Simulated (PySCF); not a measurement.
# Functional benchmark on one molecule

Molecule: `InChI=1S/C4H7ClO/c1-2-3-4(5)6/h2-3H2,1H3`.

Structure with atom numbers: `[CH3:1][CH2:2][CH2:3][C:4](=[O:5])[Cl:6]`. Hydrogens are named by the atom that carries them.

Geometry PBE0-D3(BJ)/def2-SVP throughout; GIAO in PySCF 2.14.0 with density-fitted response routines, gas phase, one conformer, non-relativistic; equivalent atoms averaged; basis pcSseg-1.

Reference values (measured; solution, not stated per compound (mostly CDCl3 or CCl4); Pretsch, Buehlmann, Badertscher, Structure Determination of Organic Compounds, 4th ed. (2009)): δ(C3) = 48.9 ppm, δ(C2) = 18.8 ppm, δ(C1) = 13.0 ppm, δ(H(C3)) = 2.87 ppm, δ(H(C2)) = 1.74 ppm, δ(H(C1)) = 1.00 ppm. Computed shifts are taken against TMS, calculated as an isolated molecule at each level.

How do the functionals KT2, KT3, B97-D, B3LYP, PBE0, mPW1PW91 perform against the reference? Times are CPU seconds on 1 thread of an Arm Neoverse V1, shared host; the GGAs took longer than the global hybrids here, which isn't the general rule, and the cause wasn't traced.

Answers


```tsv
functional	kind	C3	C2	C1	H(C3)	H(C2)	H(C1)	mean abs. error C	mean abs. error H	core-s
KT2	GGA	52.5	22.3	14.7	2.66	1.48	0.93	2.9	0.18	20
KT3	GGA	51.1	23.2	15.6	2.63	1.51	0.94	3.1	0.18	19
B97-D	GGA	52.3	23.0	15.7	2.68	1.52	0.96	3.4	0.15	20
B3LYP	global hybrid	53.1	22.0	15.1	2.59	1.47	0.95	3.2	0.20	13
PBE0	global hybrid	51.7	20.5	14.4	2.57	1.45	0.92	2.0	0.22	15
mPW1PW91	global hybrid	51.5	20.5	14.6	2.56	1.46	0.93	2.0	0.22	16
```

For $^{13}$C the closest is mPW1PW91 (2.0 ppm, with PBE0 practically level) and the furthest B97-D (3.4 ppm).

For $^{1}$H the closest is B97-D (0.15 ppm, with KT3, KT2 practically level) and the furthest PBE0 (0.22 ppm). One molecule is a small sample, and vibrational and solvent effects are absent from the calculation.
